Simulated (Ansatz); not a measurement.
CF2 (SMILES F[C]F): from total energies to a heat of formation

CF2: 3 atoms, total charge 0, spin state singlet. As SMILES, `F[C]F`. The coordinates come from a PBE0-D4/def2-TZVP relaxation.

| atom | x (Å) | y (Å) | z (Å) |
| --- | --- | --- | --- |
| F | 0.3163 | 0.9714 | 0.2816 |
| C | 0.3823 | -0.3185 | 0.1752 |
| F | -0.6986 | -0.6529 | -0.4567 |

Total energies at revPBE/def2-TZVPP (Ansatz 0.2.0); the atoms run unrestricted:

```tsv
species	state	energy (Eh)
CF2	singlet	-237.732697
F	doublet	-99.734862
C	triplet	-37.845596
```

Harmonic wavenumbers at PBE0-D4/def2-TZVP, in cm⁻¹: 681, 1159, 1261.

Measured heats of formation of the gaseous atoms at 298.15 K, in kJ/mol: F 79.4, C 716.9. Spin-orbit lowering of the atoms at 298 K (mean of the ground term's levels less their thermal mean, from spectra), in kJ/mol: F 1.29, C 0.02. Take 1 Eh = 2625.50 kJ/mol, 1 cm⁻¹ = 0.0119627 kJ/mol, RT = 2.479 kJ/mol.

Q: What heat of formation follows?

A: 
1. Electronic atomisation energy: 2 × (-99.734862) + (-37.845596) − (-237.732697) = 0.417377 Eh = 1095.8 kJ/mol.
2. Zero-point energy: half the sum of the wavenumbers, 1550.5 cm⁻¹ = 18.5 kJ/mol.
3. Thermal vibrational enthalpy, Σ hcν̃/(exp(hcν̃/kT) − 1): 0.4 kJ/mol. Translation, rotation and pV of a non-linear molecule: 4 RT = 9.9 kJ/mol.
4. The 3 free atoms carry 5/2 RT each: 18.6 kJ/mol.
5. Spin-orbit coupling lowers the free atoms by 2 × 1.29 + 0.02 = 2.6 kJ/mol.
6. Atomisation enthalpy at 298 K: 1095.8 − 2.6 − 18.5 − 0.4 − 9.9 + 18.6 = 1083.0 kJ/mol.
7. Sum of the atoms' heats of formation: 875.7 kJ/mol. Heat of formation: 875.7 − 1083.0 = -207.3 kJ/mol.

No measured value is set beside it here. Anharmonicity and any spin-orbit splitting of the molecule are left out.
